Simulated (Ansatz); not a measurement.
# Platinum, fcc: convergence with the k-point mesh

Computed with Ansatz, LDA, scalar-relativistic PAW, on the relaxed cell (a = 3.895 Å; spin not included). Errors count from a run at 420 eV on a Γ-centred 23×23×23 mesh with Fermi-Dirac smearing of 0.1 eV, extrapolated to zero width. Fixed here: cutoff 420 eV, Fermi-Dirac width 0.1 eV. The SCF starts from atomic densities corrected by a trained network.

```json
{"k-mesh": "2×2×2", "E(σ→0) error (meV/atom)": "4775.0", "P (GPa)": "72.22", "SCF iterations": "7"}
{"k-mesh": "4×4×4", "E(σ→0) error (meV/atom)": "-122.4", "P (GPa)": "-1.65", "SCF iterations": "6"}
{"k-mesh": "5×5×5", "E(σ→0) error (meV/atom)": "318.2", "P (GPa)": "5.72", "SCF iterations": "6"}
{"k-mesh": "7×7×7", "E(σ→0) error (meV/atom)": "39.1", "P (GPa)": "1.72", "SCF iterations": "6"}
{"k-mesh": "9×9×9", "E(σ→0) error (meV/atom)": "-29.3", "P (GPa)": "-0.24", "SCF iterations": "6"}
{"k-mesh": "11×11×11", "E(σ→0) error (meV/atom)": "-10.2", "P (GPa)": "-0.15", "SCF iterations": "6"}
{"k-mesh": "15×15×15", "E(σ→0) error (meV/atom)": "1.7", "P (GPa)": "0.16", "SCF iterations": "6"}
{"k-mesh": "20×20×20", "E(σ→0) error (meV/atom)": "-0.8", "P (GPa)": "0.13", "SCF iterations": "6"}
```

Within 5 meV/atom of the last row: from 15×15×15 on.
